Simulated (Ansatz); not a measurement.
`[SH][AlH][SH]`. The species carries charge 0 and has multiplicity 1. All single points use the PBE0-D4/def2-TZVP geometry. It is one conformer, not always the lowest.

```xyz
6

S     0.362    2.077    0.043
Al    0.030   -0.075    0.111
S    -0.809   -0.968   -1.690
H     0.846    2.097    1.297
H     0.377   -0.934    1.386
H    -0.805   -2.198   -1.147
```

Problem. What is the dipole moment at ωB97M-V/def2-TZVPP? (Estimate.)

Solution. The calculation gave: 1.73 D, with components (0.38, -0.94, 1.40) D in this frame, pointing from negative to positive charge.

Problem. And with PBE, r2SCAN, B3LYP? (Estimate.)

Solution. The calculation gave: PBE 1.61 D, r2SCAN 1.72 D, B3LYP 1.70 D.

Problem. Give the Mulliken charges with ωB97M-V, PBE, B3LYP in def2-TZVPP. (Estimate.)

Solution. The calculation gave: 
```tsv
atom	ωB97M-V	PBE	B3LYP
S1	-0.26	-0.25	-0.26
Al2	0.37	0.37	0.42
S3	-0.26	-0.25	-0.26
H4	0.12	0.12	0.11
H5	-0.10	-0.11	-0.12
H6	0.12	0.12	0.11
```

B3LYP here is the variant with VWN-RPA as its local correlation; programs differ in this.

All numbers were calculated with Ansatz.
